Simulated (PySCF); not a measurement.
Molecule: CH₃O, net charge -1, singlet state. It need not be the lowest isomer of its formula. Whether it binds its extra electron was not tested at this geometry. 
Coordinates optimised at B3LYP-D3(BJ)/def2-TZVP (Ansatz):
```xyz
5

C     -0.0196     0.5304     0.0101
O      0.0292    -0.7889    -0.0150
H     -1.0629     1.0048     0.0280
H      0.4813     1.0453     0.9033
H      0.4659     1.0784    -0.8719
```
Charge -1, spin multiplicity 1.

Dispersion corrections to the total energy (kcal/mol) from the dftd3 and dftd4 libraries through PySCF: D3(BJ) without and D4 with the three-body term, each with the damping fitted for the functional named.

```csv
functional,D3(BJ),D4
BP86,-1.25,-1.49
BHLYP,-1.11,-1.21
BLYP,-1.90,-2.92
PW6B95,-0.35,-1.07
TPSS,-1.10,?
B2PLYP,?,-0.84
r2SCAN,-0.22,?
```

### Question
What belongs in the gaps?

### Answer

- TPSS, D4: -1.67
- B2PLYP, D3(BJ): -0.64
- r2SCAN, D4: -0.29
